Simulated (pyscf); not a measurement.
## Addition across a multiple bond or ene-type step: `[SiH2]=[PH]` + `[OH2]` → `[OH][PH][SiH3]`

Gas phase, singlet surface, charge 0. Bonds broken: O6–H7. Bonds formed: P1–O6, Si2–H7. Single points on ωB97X-D3(BJ)/def2-SVP structures (PySCF, gas phase). Correlated levels are frozen-core, on RHF or UHF. ΔMP2 is the change of the MP2 total energy from the triple- to the quadruple-zeta basis.

Transition state (Å):

```xyz
8

P     -0.7740     1.2062     0.0841
Si    -0.9428    -0.4874    -1.4457
H      0.6171     1.0753     0.3429
H     -1.9379    -0.0094    -2.4677
H      0.3651    -0.5419    -2.1863
O     -1.1709    -0.1726     1.2830
H     -1.2765    -0.9369     0.4504
H     -2.0258    -0.0225     1.7232
```

One imaginary mode, 764i cm⁻¹; descent along it reached the two sides named.

```json
[
 {"bond": "O6–H7", "change": "breaks", "reactant side (Å)": "0.966", "saddle": "1.135", "product side": "3.2"},
 {"bond": "P1–O6", "change": "forms", "reactant side (Å)": "3.8", "saddle": "1.870", "product side": "1.687"},
 {"bond": "Si2–H7", "change": "forms", "reactant side (Å)": "4.1", "saddle": "1.977", "product side": "1.490"}
]
```

Electronic energies relative to the separated reactants (eV):

| level | barrier | reaction energy | reverse barrier |
|---|---|---|---|
| ωB97X-D3(BJ)/def2-TZVP | 1.13 | -1.39 | 2.51 |
| PBE/def2-TZVP | 0.93 | -1.10 | 2.04 |
| r²SCAN/def2-TZVP | 1.07 | -1.22 | 2.29 |
| B3LYP-D3(BJ)/def2-TZVP | 1.12 | -1.22 | 2.34 |
| PBE0-D3(BJ)/def2-TZVP | 1.02 | -1.25 | 2.27 |
| M06-2X/def2-TZVP | 1.18 | -1.24 | 2.41 |
| ωB97M-D3(BJ)/def2-TZVP | 1.14 | -1.26 | 2.40 |
| HF/def2-TZVP | 1.79 | -1.36 | 3.15 |
| MP2/def2-QZVPP | 1.37 | -1.09 | 2.46 |
| CCSD/def2-TZVPP | 1.44 | -1.11 | 2.56 |
| CCSD(T)/def2-TZVPP | 1.36 | -1.05 | 2.42 |
| CCSD(T)/def2-TZVPP + ΔMP2(QZVPP) | 1.37 | -1.07 | 2.44 |

With CCSD(T)/def2-TZVPP + ΔMP2(QZVPP) energies and thermal terms (ideal gas, 1 atm, RRHO with modes under 100 cm⁻¹ raised to 100, one conformer, R ln 2 for rigid chiral ones), in eV:

```
T (K)   ΔH‡   ΔG‡     ΔH     ΔG
-----  ----  ----  -----  -----
298    1.30  1.76  -1.05  -0.63
600    1.30  2.23  -1.03  -0.21
900    1.32  2.69  -0.99  +0.20
1200   1.36  3.13  -0.93  +0.59
```

The reactants may also form a dative adduct at H₂Si=PH; it and routes through it were not searched. HO–PH–SiH₃ lies 1.18 eV over its isomer HO–SiH₂–PH₂, and others may lie lower still (electronic energy, ωB97M-D3(BJ)). One saddle was located; it need not be the lowest between these sides. The CCSD(T) − MP2 part came from Ansatz, without density fitting, on the same reference.
